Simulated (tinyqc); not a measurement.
Worked calculation: extended Hueckel theory, for CH3-. The parameters take no account of the charge, which enters only through the electron count, and nothing here shows that the anion is bound. Computed by tinyqc, a small Python program that keeps every step (integrals from PySCF). Settings: charge = -1, K = 1.75, multiplicity = 1. Command: `OMP_NUM_THREADS=1 python tinyqc.py 31153 31154 out.jsonl` (the two numbers bound the seeds that draw the settings). One thread of a shared host (Intel(R) Xeon(R) Processor @ 2.60GHz), about 0.01 s of CPU time with the checks.

## Overlaps

Geometry (angstrom):

| atom | x | y | z |
|---|---|---|---|
| C | 0.000000 | 0.000000 | 0.046000 |
| H | 1.017000 | 0.000000 | 0.000000 |
| H | -0.509000 | 0.881000 | 0.000000 |
| H | -0.509000 | -0.881000 | 0.000000 |

Parameters chosen for this run:

| element | shell | Slater exponent | H_ii (eV) |
|---|---|---|---|
| H | 1s | 1.300000 | -13.600000 |
| C | 2s | 1.625000 | -21.400000 |
| C | 2p | 1.625000 | -11.400000 |

Slater orbitals, each expanded in six Gaussians scaled to its exponent.

overlap S:
```
           1C 2s     1C 2px     1C 2py     1C 2pz      2H 1s      3H 1s      4H 1s
1C 2s   1.000000   0.000000   0.000000   0.000000   0.533335   0.533065   0.533065
1C 2px  0.000000   1.000000   0.000000   0.000000   0.514115  -0.257122  -0.257122
1C 2py  0.000000   0.000000   1.000000   0.000000   0.000000   0.445038  -0.445038
1C 2pz  0.000000   0.000000   0.000000   1.000000  -0.023254  -0.023237  -0.023237
2H 1s   0.533335   0.514115   0.000000  -0.023254   1.000000   0.152601   0.152601
3H 1s   0.533065  -0.257122   0.445038  -0.023237   0.152601   1.000000   0.152614
4H 1s   0.533065  -0.257122  -0.445038  -0.023237   0.152601   0.152614   1.000000
```

## Wolfsberg-Helmholz matrix

diagonal H_ii (eV): 1C 2s -21.400000, 1C 2px -11.400000, 1C 2py -11.400000, 1C 2pz -11.400000, 2H 1s -13.600000, 3H 1s -13.600000, 4H 1s -13.600000

K = 1.750000

H_ij = K' S_ij (H_ii + H_jj)/2 for i != j (the diagonal keeps H_ii), with K' = 1.75.

H (eV):
```
             1C 2s      1C 2px      1C 2py      1C 2pz       2H 1s       3H 1s       4H 1s
1C 2s   -21.400000    0.000000    0.000000    0.000000  -16.333375  -16.325103  -16.325103
1C 2px    0.000000  -11.400000    0.000000    0.000000  -11.246274    5.624546    5.624546
1C 2py    0.000000    0.000000  -11.400000    0.000000    0.000000   -9.735215    9.735215
1C 2pz    0.000000    0.000000    0.000000  -11.400000    0.508681    0.508309    0.508309
2H 1s   -16.333375  -11.246274    0.000000    0.508681  -13.600000   -3.631894   -3.631894
3H 1s   -16.325103    5.624546   -9.735215    0.508309   -3.631894  -13.600000   -3.632218
4H 1s   -16.325103    5.624546    9.735215    0.508309   -3.631894   -3.632218  -13.600000
```

## Orbitals

valence electrons = 8

Solve H C = S C e through S^(-1/2); fill by pairs from the bottom, a degenerate level sharing its electrons equally; each orbital has its largest coefficient positive (the first on a tie).

orbital energies (eV): -24.403843  -15.765118  -15.763751  -11.406953  10.671870  10.708004  32.225891

occupations: 2.000000  2.000000  2.000000  2.000000  0.000000  0.000000  0.000000

coefficients:
```
              MO1        MO2        MO3        MO4        MO5        MO6        MO7
1C 2s    0.656198   0.000023   0.000000   0.029277   0.000000  -0.000961   1.568468
1C 2px  -0.000005   0.533029   0.000000   0.000003   0.000000   1.263084   0.001166
1C 2py   0.000000   0.000000   0.533090   0.000000   1.262381   0.000000   0.000000
1C 2pz   0.002686  -0.000003   0.000000   0.999176   0.000000   0.000039  -0.072349
2H 1s    0.198161   0.493683   0.000000  -0.009520   0.000000  -1.110572  -0.838048
3H 1s    0.198057  -0.246975   0.427665  -0.009517  -0.961818   0.556268  -0.836010
4H 1s    0.198057  -0.246975  -0.427665  -0.009517   0.961818   0.556268  -0.836010
```

sum of one-electron energies = -134.679331 eV

## Mulliken analysis

P = C n C^T; charge = valence electrons (H 1, C 4) minus the sum of (P S)_ii on the atom; overlap population = 2 sum P_ij S_ij between two atoms.

charges: 1C -1.224236, 2H 0.074841, 3H 0.074698, 4H 0.074698

Overlap populations:

| pair | value |
|---|---|
| 2-1 | 0.818819 |
| 3-1 | 0.818589 |
| 3-2 | -0.050413 |
| 4-1 | 0.818589 |
| 4-2 | -0.050413 |
| 4-3 | -0.050414 |
